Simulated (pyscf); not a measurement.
F–SiH(F)–F (SMILES F[SiH](F)F) + HF (SMILES F) → F–Si(F)(F)–F (SMILES F[Si](F)(F)F) + H₂ (SMILES [H][H]), a four-centre exchange (singlet surface; H–Si, F–H broken, F–Si, H–H formed). Single points on ωB97X-D3(BJ)/def2-SVP structures (PySCF, gas phase). Energies in kcal/mol from the separated reactants.

Small-basis levels: PySCF, no dispersion term, spherical d functions. 

**Question.** In single points HF/3-21G puts the saddle at 39.6 kcal/mol and the reaction energy at -37.1 kcal/mol. Should these be trusted to within a few kcal/mol? Compare with ωB97M-D3(BJ)/def2-TZVP.

**Answer.** ωB97M-D3(BJ)/def2-TZVP gives ΔE‡ = 30.0 kcal/mol and ΔE = -29.9 kcal/mol. HF/3-21G lies 9.6 kcal/mol over it in the barrier and 7.2 kcal/mol under it in the reaction energy, so on this step it does not hold to within 3.0 kcal/mol. ωB97M-D3(BJ)/def2-TZVP has limits of its own. This is the saddle that the search found; another between the same sides may lie lower.
